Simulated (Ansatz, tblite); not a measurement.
**The cluster FeO₃: one state, many levels**

Aim: run the singlet of the cluster FeO₃ at one geometry on many levels, and compare frontier levels, spin and run time.

Method: as each input shows; program: Ansatz 0.2.0, Gaussian basis.

The runs, in order: GFN1-xTB, GFN2-xTB, PBE-D4/def2-TZVP, r2SCAN-D4/def2-TZVP, B97M-V/def2-TZVP, LDA/def2-TZVP, BLYP-D4/def2-TZVP, LC-ωPBE/def2-TZVP, HSE06-D4/def2-TZVP, PBE-D4/def2-SVP, PBE0-D4/def2-SVP, HF/STO-3G, PBE0-D4/def2-TZVPD, PBE-D4/def2-TZVPD, r2SCAN-D4/def2-TZVPD, MP2/def2-TZVP.

4 further runs of the same task are left out: 4 that didn't finish.

### 1 The relaxed structure

The geometry is that of the singlet, from an earlier relaxation (PBE0-D4/def2-TZVP). At that level it is the lowest of the isomers that a small search found.

4 atoms, charge 0, spin multiplicity 1.

Bond lengths: Fe1–O3 1.628 Å, Fe1–O4 1.518 Å, O2–O3 1.242 Å. Angles: O3–Fe1–O4 180.0°, Fe1–O3–O2 180.0°.

No spin-orbit coupling is included.

PBE0-D4/def2-TZVP was run before; its log isn't repeated, and its numbers join the tables.

### 2 GFN1-xTB

Tight binding, by tblite at 300 K electronic temperature and without a spin-polarisation term:

```python
tblite.interface.Calculator('GFN1-xTB', numbers, positions, charge=0, uhf=0).singlepoint()
```

Energy -458.5598 eV, HOMO -15.56 eV, LUMO -13.87 eV; 0.009 s.

### 3 GFN2-xTB

Tight binding, by tblite at 300 K electronic temperature and without a spin-polarisation term:

```python
tblite.interface.Calculator('GFN2-xTB', numbers, positions, charge=0, uhf=0).singlepoint()
```

Energy -415.9612 eV, HOMO -11.41 eV, LUMO -8.59 eV; 0.004 s.

### 4 PBE-D4/def2-TZVP

start.molden holds the orbitals of an earlier run on this state, given as this run's starting guess.

in.yaml

```yaml
crystal:
  periodic: [false, false, false]
  atoms:
    - {symbol: Fe, position_ang: [-0.566607, 0.430810, 0.221251]}
    - {symbol: O, position_ang: [1.616046, -1.228387, -0.630284]}
    - {symbol: O, position_ang: [0.671615, -0.510273, -0.261463]}
    - {symbol: O, position_ang: [-1.721045, 1.307850, 0.670495]}
basis:
  gaussian: {orbitals: def2-TZVP, initial_orbitals: start.molden}
hamiltonian: {xc: pbe, dispersion: d4}
scf: {omitted_lower_state_checks: [starts]}
output: {orbitals: {seedname: orbitals}}
```

On the command line:

```console
$ ansatz run in.yaml --threads 4 --pin off --events-out ev --progress --plain --max-ram 3916MiB
```

After this run come: r2SCAN-D4/def2-TZVP; B97M-V/def2-TZVP; LDA/def2-TZVP; BLYP-D4/def2-TZVP; LC-ωPBE/def2-TZVP; HSE06-D4/def2-TZVP; PBE-D4/def2-SVP; PBE0-D4/def2-SVP; HF/STO-3G; PBE0-D4/def2-TZVPD; PBE-D4/def2-TZVPD; r2SCAN-D4/def2-TZVPD; MP2/def2-TZVP.

Q: Predict the results of all the runs planned. Wanted: gap in def2-TZVP, named functionals, smallest and largest; correlation energy, MP2/def2-TZVP; binding an atom, functionals in def2-TZVP; PBE0 total energy, smallest basis above largest.

As calculated:

```
                                                 quantity                                  value
gap in def2-TZVP, named functionals, smallest and largest  2.08 eV (HSE06-D4), 7.39 eV (LC-ωPBE)
                        correlation energy, MP2/def2-TZVP                              -38.88 eV
                binding an atom, functionals in def2-TZVP        2.05 (PBE0-D4) to 3.97 eV (LDA)
          PBE0 total energy, smallest basis above largest        12.67 eV (def2-SVP, def2-TZVPD)
```

Over the named functionals in def2-TZVP the gap runs from 2.08 eV (HSE06-D4) to 7.39 eV (LC-ωPBE). LDA, PBE-D4, BLYP-D4, r2SCAN-D4, B97M-V leave an empty level below a filled one, so this occupation isn't an aufbau state there; left out of the range.
